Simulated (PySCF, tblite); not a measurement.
Isomers of C4H5O (doublet state), one GFN2-xTB conformer each. Single-point energies are computed at B3LYP/pcH-1 (PySCF, gas phase, no added dispersion term), electronic only. GFN2-xTB treats the open shell by occupation alone, and not every SCF solution was tested for stability.

Task: Rank them by B3LYP/pcH-1 energy, lowest first (kJ/mol).
A. `C1C(C[CH]1)=O` [radical]
B. `C=[C]C(C)=O` [radical]
C. `[O:1]=[C:2][CH:3]1[CH2:4][CH2:5]1` (doublet state) with O1–C2–C3–C4 -32°

Result: C (0.0), B (24.2), A (28.3).

As drawn, the lowest has a three-membered ring, which the highest lacks; the highest has a four-membered ring, which the lowest lacks. Neighbours under 21 kJ/mol apart (C=[C]C(C)=O and O=C1C[CH]C1) can change places with a better method, another conformer or zero-point energy. GFN2-xTB itself gives, in the same order: 2.5, 24.5, 0.0. GFN2-xTB puts O=C1C[CH]C1 lowest instead; measured from each level's own lowest isomer, the values differ by up to 28.3 kJ/mol (O=C1C[CH]C1: 0.0 against 28.3).

Task: What happens when harmonic zero-point energies from GFN2-xTB frequencies are added?

Result: 
| SMILES | ZPE (kJ/mol) | electronic (kJ/mol) | with ZPE (kJ/mol) |
| --- | --- | --- | --- |
| O=[C]C1CC1 | 202.1 | 0.0 | 0.0 |
| C=[C]C(C)=O | 190.8 | 24.2 | 12.9 |
| O=C1C[CH]C1 | 194.5 | 28.3 | 20.6 |

The zero-point energies span 11.3 kJ/mol. The order is unchanged.
